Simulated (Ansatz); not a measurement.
# H6N2Si: the cost of one run

All numbers below are computed with Ansatz 0.2.0 (UKS BHLYP-D4/6-31G*).

### 1 Starting point

Bond lengths: N1–Si2 1.651 Å, Si2–N3 1.669 Å, N1–H4 0.991 Å, N1–H5 1.075 Å, Si2–H6 1.486 Å, Si2–H7 1.492 Å, N3–H8 1.003 Å, N3–H9 1.005 Å. Angles: N1–Si2–N3 94.5°, N1–Si2–H6 111.5°, N1–Si2–H7 107.9°, N3–Si2–H6 111.2°, N3–Si2–H7 111.9°, H6–Si2–H7 117.4°, Si2–N1–H4 109.4°, Si2–N1–H5 108.2°, H4–N1–H5 104.0°, Si2–N3–H8 107.8°, Si2–N3–H9 109.1°, H8–N3–H9 110.7°.

As a file:

```xyz
9

N    -0.7628   -0.0937   -0.8587
Si    0.4575    0.5272    0.0647
N     0.2596   -0.5751    1.3026
H    -0.4072   -0.8259   -1.4241
H    -1.0634    0.6580   -1.5662
H     0.1489    1.9070    0.5206
H     1.7398    0.3172   -0.6690
H     0.3747   -1.4939    0.9171
H    -0.6585   -0.4672    1.6958
```

### 2 Relaxing end A

input.yaml reads:

```yaml
crystal:
  periodic: [false, false, false]
  atoms:
    - { symbol: "N", position_ang: [-0.7628, -0.0937, -0.8587] }
    - { symbol: Si, position_ang: [0.4575, 0.5272, 0.0647] }
    - { symbol: "N", position_ang: [0.2596, -0.5751, 1.3026] }
    - { symbol: H, position_ang: [-0.4072, -0.8259, -1.4241] }
    - { symbol: H, position_ang: [-1.0634, 0.658, -1.5662] }
    - { symbol: H, position_ang: [0.1489, 1.907, 0.5206] }
    - { symbol: H, position_ang: [1.7398, 0.3172, -0.669] }
    - { symbol: H, position_ang: [0.3747, -1.4939, 0.9171] }
    - { symbol: H, position_ang: [-0.6585, -0.4672, 1.6958] }
magnetization:
  spin_polarized: true
basis:
  gaussian: { orbitals: "6-31G*" }
hamiltonian:
  xc: { name: BHLYP }
  dispersion: d4
relax:
  f_tol: 0.02
  max_steps: 50
```

On the command line:

```sh
$ ansatz run input.yaml --threads 1 --pin off --max-ram 2048MiB --backend cpu --events-out ev --progress --plain --runs-dir out
```

Q: Estimate wall time and peak memory on 1 thread of Arm Neoverse V2, shared host.

About 41 s, with a peak of 0.15 GiB.
